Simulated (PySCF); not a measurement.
A structure optimised at GFN2-xTB (Å):
```
atom  x, y, z in Å
C1     2.014    0.089   -0.472
C2     0.893   -0.273   -0.258
C3    -0.498   -0.623    0.018
C4    -1.218    0.615    0.388
H5     3.006    0.371   -0.666
H6    -0.515   -1.353    0.833
H7    -0.923   -1.077   -0.883
H8    -1.585    1.270   -0.379
H9    -1.162    0.987    1.393
```

Doublet state.

Problem. Read off the bonds between heavy atoms and their formal orders.

Solution. C1–C2 1.20 Å (triple); C2–C3 1.46 Å (single); C3–C4 1.48 Å (single). Bonds to hydrogen (Å): C1–H5 1.05; C3–H6 1.09; C3–H7 1.09; C4–H8 1.07; C4–H9 1.07.

Problem. Write the SMILES.

Solution. `C#CC[CH2]`, C4H5.

Problem. What is the point group of this geometry?

Solution. Cs (tolerance 0.08 Å).

Problem. Describe the place of each heavy atom.

Solution. C1: carbon bonded to C and H; C2: carbon bonded to 2 C; C3: carbon bonded to 2 C and 2 H; C4: carbon bonded to C and 2 H.

Problem. What is the arrangement about C3?

Solution. It has 4 neighbours (C2, C4, H6, H7) and is tetrahedral (angles from 108.1° to 111.4°).

Problem. What is the arrangement about C1?

Solution. It has 2 neighbours (C2, H5) and is almost linear (angle 177.9°).

All values are computed, not measured.
